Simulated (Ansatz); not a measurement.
# CH₂O₂ (singlet): the correlation ladder, cc-pVDZ

Aim: climb from Hartree-Fock through coupled cluster for CH₂O₂ (singlet) at one geometry and basis, and see what each rung misses.

Method: cc-pVDZ, core rule «outside noble gas», up to 3 orbitals frozen; program: Ansatz 0.2.0, Gaussian basis.

To be run: UHF; CCSD(T) on RHF; CCSDT(Q) on RHF; CCSDTQ on RHF.

2 further runs of the same task are left out: 2 set aside as unsound or not needed.

## Step 1: The geometry

The geometry is an MP2(full)/6-31G* stationary point (not a proven minimum).

5 atoms, charge 0, spin multiplicity 1.

Atoms are counted from 1 here; the program's logs count them from 0.

Bond lengths: O1–C2 1.350 Å, O1–H4 0.980 Å, C2–O3 1.212 Å, C2–H5 1.096 Å. Angles: C2–O1–H4 106.0°, O1–C2–O3 125.1°, O1–C2–H5 109.4°, O3–C2–H5 125.5°.

## Step 2: UHF

in.yaml

```yaml
crystal:
  periodic: [false, false, false]
  atoms:
    - {symbol: O, position_ang: [-1.063089, -0.433995, 0.000000]}
    - {symbol: C, position_ang: [-0.022144, 0.426386, 0.000000]}
    - {symbol: O, position_ang: [1.147228, 0.106178, 0.000000]}
    - {symbol: H, position_ang: [-0.671714, -1.332697, 0.000000]}
    - {symbol: H, position_ang: [-0.399991, 1.455404, 0.000000]}
basis:
  gaussian: {orbitals: cc-pVDZ}
magnetization: {spin_polarized: true, initial_magnetization: 0}
hamiltonian: {xc: hf}
output: {orbitals: {seedname: orbitals}}
```

Launch:

```
ansatz run in.yaml --threads 1 --pin off --events-out ev --progress --plain --max-ram 2880MiB --backend cpu
```

The runs that follow: CCSD(T) on RHF; CCSDT(Q) on RHF; CCSDTQ on RHF.

Before running them: what should the planned runs give, taken together? Wanted: RCCSDTQ below the RHF energy; RMP2 from RCCSDTQ; RCCSD from RCCSDTQ; RCCSD(T) from RCCSDTQ; RCCSDT(Q) from RCCSDTQ; T1 diagnostic.

As calculated:

```
                         quantity              value
     RCCSDTQ below the RHF energy        -14.4548 eV
                RMP2 from RCCSDTQ         +804.9 meV
               RCCSD from RCCSDTQ         +474.3 meV
            RCCSD(T) from RCCSDTQ          +53.9 meV
           RCCSDT(Q) from RCCSDTQ           -6.2 meV
levels within 1 kcal/mol (43 meV)  RCCSDT, RCCSDT(Q)
                    T1 diagnostic              0.018
```

In words: RCCSD(T) misses by +53.9 meV, 0.4 % of the correlation energy. These misses are within one basis, not against nature.
